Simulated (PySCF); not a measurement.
# BeBrH3: the cost of one run

Programs: PySCF 2.14.0. All values are calculated, for the isolated system unless a continuum is named. Atoms count from 0, parts from 1.

## (1) Starting point

5 atoms, charge 0, multiplicity 1; geometry: GFN2-xTB. Parts: 1 = atoms 0–2, `[BeH2]`, charge 0; 2 = atoms 3–4, `Br`, charge 0.

## (2) Geometry optimisation at PBE0-D3(BJ)/def2-TZVPD

The job: settings as JSON, then the geometry in Å.

```
{"job": {"xc": "PBE0", "basis": "def2-TZVPD", "d3": "d3bj", "grid": 3, "kind": "geom", "shake": 0.01}, "charge": 0, "multiplicity": 1, "parts": [{"atoms": "0-2", "charge": 0, "multiplicity": 1}, {"atoms": "3-4", "charge": 0, "multiplicity": 1}]}
Be     0.392845    -0.047876    -0.155774
H     -0.542698     0.585010    -0.854007
H      0.449614    -0.638608     0.979901
Br     2.421559    -0.078842    -1.163827
H      3.064258    -0.785074    -0.165279
```

The run is started by

```console
$ OMP_NUM_THREADS=1 python cluster_run.py task.json out
```

This one command runs all jobs of the session in turn.

Q: Estimate the wall time and peak memory of this first job on 1 thread of Arm Neoverse N1, shared host.

About 35 s, with a peak of 0.49 GiB.
